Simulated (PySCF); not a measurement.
**[C4H3]-: core ionisation energies**

Compound: C₄H₃ (charge -1).
Structure used (PBE0-D3(BJ)/def2-SVP), in Å, numbered top down from 1:
```
atom  x, y, z in Å
C1     2.6963   -0.0839   -0.0057
C2     1.4597    0.1398   -0.0150
C3     0.0821    0.4476   -0.0221
C4    -0.9783   -0.3967   -0.0838
H5    -0.1763    1.5225    0.0298
H6    -2.0060   -0.0171   -0.0812
H7    -0.8352   -1.4804   -0.1380
```

Theory: delta-SCF UKS SCAN, pcX-2 on the ionised atom, pcseg-1 elsewhere, spin-free X2C in PySCF. These are vertical core ionisation energies against the vacuum level, from separate self-consistent calculations with and without the core hole.

Question: Give the core binding energies atom by atom.

Answer: 
| atom(s) | bonded to | level | binding energy (eV) | above the level's lowest (eV) | count |
| --- | --- | --- | --- | --- | --- |
| C2 | C (triple bond) and C | C 1s | 283.34 | 0.00 | 1 |
| C4 | C (double bond) and 2 H | C 1s | 284.93 | +1.59 | 1 |

The listed C 1s values span 1.59 eV, from C2 (bonded to C (triple bond) and C) to C4 (bonded to C (double bond) and 2 H).

Question: Give the binding energy of C 1s of C4 in hartree and in kJ/mol.

Answer: 284.93 eV = 10.4710 Eh = 27492 kJ/mol.

Question: What is the longest wavelength that can ionise C 1s of C4 vertically?

Answer: λ = hc/E = 12398.42 eV Å / 284.93 eV = 43.514 Å.

The list is incomplete; no value stands for C 1s of C1, C3 (hole states with ⟨S²⟩ of 1 or more are left out). Spin contamination (⟨S²⟩ against 0.75 for a pure doublet) is marked for C 1s of C2 (0.87), which makes this value less certain. The species carries charge -1, so core ionisation leaves a neutral species. The basis sets have no added diffuse functions. Isolated species at its PBE0-D3(BJ)/def2-SVP geometry, gas phase.
